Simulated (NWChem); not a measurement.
All runs are NWChem calculations. System: HCl, charge 0, spin multiplicity 1, displaced from the optimised geometry. Level: PBE/cc-pVDZ, spin-restricted.

Input file:

```
start mol
memory heap 200 mb stack 900 mb global 1100 mb
geometry units angstroms nocenter noautoz noautosym
  Cl     0.000000     0.000000     1.038911
  H      0.000000     0.000000    -1.218034
end
basis spherical
  * library cc-pvdz
end
dft
  xc xpbe96 cpbe96
  semidirect memsize 60000000 filesize 0
  iterations 100
end
task dft energy
```

NWChem printed:

```
             Northwest Computational Chemistry Package (NWChem) 7.3.0
             --------------------------------------------------------

                                NWChem Input Module
                                -------------------

 Scaling coordinates for geometry "geometry" by  1.889725989
 (inverse scale =  0.529177249)

                             Geometry "geometry" -> ""
                             -------------------------

 Output coordinates in angstroms (scale by  1.889725989 to convert to a.u.)

  No.       Tag          Charge          X              Y              Z
 ---- ---------------- ---------- -------------- -------------- --------------
    1 Cl                  17.0000     0.00000000     0.00000000     1.03891100
    2 H                    1.0000     0.00000000     0.00000000    -1.21803400

 Effective nuclear repulsion energy (a.u.)       3.9859248821

            Nuclear Dipole moment (a.u.)
            ----------------------------
        X                 Y               Z
 ---------------- ---------------- ----------------
     0.0000000000     0.0000000000    31.0736204761


 Summary of "ao basis" -> "" (spherical)
 ------------------------------------------------------------------------------
       Tag                 Description            Shells   Functions and Types
 ---------------- ------------------------------  ------  ---------------------
 *                          cc-pvdz                   on all atoms

  pbe96 is a nonlocal functional; adding pw91lda local functional.

                                 NWChem DFT Module
                                 -----------------

 Summary of "ao basis" -> "ao basis" (spherical)
 ------------------------------------------------------------------------------
       Tag                 Description            Shells   Functions and Types
 ---------------- ------------------------------  ------  ---------------------
 Cl                         cc-pvdz                  8       18   4s3p1d
 H                          cc-pvdz                  3        5   2s1p

 Summary of "ao basis" -> "ao basis" (spherical)
[...]
     3      0.060592  1 Cl s                  4      0.059035  1 Cl s

 Vector    8  Occ=2.000000D+00  E=-2.701337D-01
              MO Center= -4.6D-08, -9.6D-08,  1.0D+00, r^2= 1.1D+00
   Bfn.  Coefficient  Atom+Function         Bfn.  Coefficient  Atom+Function
  ----- ------------  ---------------      ----- ------------  ---------------
     9      0.438956  1 Cl py                 8      0.436040  1 Cl px
    12      0.348488  1 Cl py                11      0.346173  1 Cl px

 Vector    9  Occ=2.000000D+00  E=-2.701335D-01
              MO Center=  8.0D-06, -7.9D-06,  1.0D+00, r^2= 1.1D+00
   Bfn.  Coefficient  Atom+Function         Bfn.  Coefficient  Atom+Function
  ----- ------------  ---------------      ----- ------------  ---------------
     8      0.438956  1 Cl px                 9     -0.436039  1 Cl py
    11      0.348488  1 Cl px                12     -0.346172  1 Cl py

 Vector   10  Occ=0.000000D+00  E=-2.266877D-01
              MO Center= -8.1D-06,  8.1D-06, -3.1D-01, r^2= 2.4D+00
   Bfn.  Coefficient  Atom+Function         Bfn.  Coefficient  Atom+Function
  ----- ------------  ---------------      ----- ------------  ---------------
    20      0.477413  2 H  s                 19      0.466068  2 H  s
    10      0.443398  1 Cl pz                13      0.377185  1 Cl pz
     4     -0.080480  1 Cl s                  3     -0.062195  1 Cl s

 Vector   11  Occ=0.000000D+00  E= 3.883305D-01
              MO Center=  9.2D-08, -3.3D-08, -1.2D+00, r^2= 2.6D+00
   Bfn.  Coefficient  Atom+Function         Bfn.  Coefficient  Atom+Function
  ----- ------------  ---------------      ----- ------------  ---------------
    20      1.385747  2 H  s                 19     -1.216198  2 H  s
    13      0.425400  1 Cl pz                 3     -0.274144  1 Cl s
    10     -0.179452  1 Cl pz                 2     -0.143368  1 Cl s
     4      0.040251  1 Cl s                  7     -0.035432  1 Cl pz
    23     -0.034632  2 H  pz

 Vector   12  Occ=0.000000D+00  E= 5.166515D-01
              MO Center=  4.0D-07,  4.0D-07,  1.0D+00, r^2= 2.2D+00
   Bfn.  Coefficient  Atom+Function         Bfn.  Coefficient  Atom+Function
  ----- ------------  ---------------      ----- ------------  ---------------
    12     -0.842410  1 Cl py                11     -0.835014  1 Cl px
     9      0.799769  1 Cl py                 8      0.792747  1 Cl px
     6      0.131942  1 Cl py                 5      0.130784  1 Cl px
    22     -0.047169  2 H  py                21     -0.046755  2 H  px

 center of mass
 --------------
 x =   0.00000000 y =   0.00000000 z =   1.84378022

 moments of inertia (a.u.)
 ------------------
          17.819071790876           0.000000000000           0.000000000000
           0.000000000000          17.819071790876           0.000000000000
           0.000000000000           0.000000000000           0.000000000000

     Multipole analysis of the density
     ---------------------------------

     L   x y z        total         alpha         beta         nuclear
     -   - - -        -----         -----         ----         -------
     0   0 0 0     -0.000000     -9.000000     -9.000000     18.000000

     1   1 0 0     -0.000031     -0.000016     -0.000016      0.000000
     1   0 1 0      0.000031      0.000015      0.000015      0.000000
     1   0 0 1     -0.755261    -15.914441    -15.914441     31.073620

     2   2 0 0    -10.684761     -5.342381     -5.342381      0.000000
     2   1 1 0     -0.000003     -0.000001     -0.000001      0.000000
     2   1 0 1     -0.001371     -0.000686     -0.000686      0.000000
     2   0 2 0    -10.684761     -5.342381     -5.342381      0.000000
     2   0 1 1      0.001366      0.000683      0.000683      0.000000
     2   0 0 2     -8.084351    -39.453421    -39.453421     70.822490

 Task  times  cpu:        8.2s     wall:        8.2s

 Total times  cpu:        8.3s     wall:        8.3s
```
